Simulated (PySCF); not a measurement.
C6H7 (charge -1).
Atom-mapped SMILES: `[CH3:1][c-:2]1[cH:3][cH:4][cH:5][cH:6]1` (hydrogens: H7, H8, H9 on C1; H10 on C3; H11 on C4; H12 on C5; H13 on C6)

Method used: PBE0-D3(BJ)/def2-TZVP geometry optimisation, gas phase in PySCF.

Problem. List the bond lengths and angles at this level.

Solution. 
```json
{"bond": "C1–C2", "length (Å)": "1.495"}
{"bond": "C2–C3, C2–C6", "length (Å)": "1.408"}
{"bond": "C3–C4, C5–C6", "length (Å)": "1.409"}
{"bond": "C4–C5", "length (Å)": "1.406"}
{"bond": "C1–H7, C1–H8, C1–H9", "length (Å)": "1.099"}
{"bond": "C3–H10, C6–H13", "length (Å)": "1.087"}
{"bond": "C4–H11, C5–H12", "length (Å)": "1.085"}
```

Bonds in one row agree within 0.01 Å and their mean is given. A selection of angles:
```json
{"angle": "C2–C1–H7", "degrees": "112.1"}
{"angle": "C2–C1–H8", "degrees": "113.6"}
{"angle": "H7–C1–H8", "degrees": "106.3"}
{"angle": "H7–C1–H9", "degrees": "107.0"}
{"angle": "C1–C2–C3", "degrees": "126.0"}
{"angle": "C1–C2–C6", "degrees": "126.5"}
{"angle": "C3–C2–C6", "degrees": "107.5"}
{"angle": "C2–C3–C4", "degrees": "108.4"}
{"angle": "C2–C3–H10", "degrees": "125.3"}
{"angle": "C4–C3–H10", "degrees": "126.3"}
{"angle": "C3–C4–C5", "degrees": "107.8"}
{"angle": "C3–C4–H11", "degrees": "126.0"}
{"angle": "C5–C4–H11", "degrees": "126.1"}
```

The 6 heavy atoms lie in one plane (0.010 Å rms). The C–C distances run from 1.406 Å (C4–C5, aromatic) to 1.495 Å (C1–C2, drawn single), a spread of 0.089 Å. The 5-membered ring C2–C3–C4–C5–C6 has internal angles of 107.5° to 108.4°; it is planar, 0.00 Å rms from its mean plane, widest ring torsion 0°. C2 (substituted aromatic carbon) is planar (angles 126.5°, 126.0° and 107.5°, sum 360.0°, 0.01 Å off the plane of its three neighbours). C4 (aromatic CH carbon) is planar (angles 126.1°, 126.0° and 107.8°, sum 360.0°, 0.01 Å off the plane of its three neighbours). C3 (aromatic CH carbon) is planar (angles 126.3°, 125.3° and 108.4°, sum 360.0°, 0.00 Å off the plane of its three neighbours).

Point group: near Cs, missed by 0.28 Å at most; the miss may be what the optimiser left on a soft mode. No frequency check. Geometry: PBE0-D3(BJ)/def2-TZVP; no solvent, vibrations or thermal averaging.

The run took 71 s wall on one thread of an Arm Neoverse N1, no GPU, on a shared host, and the process peaked at 0.92 GiB of memory. That covers the optimisation of the geometry.
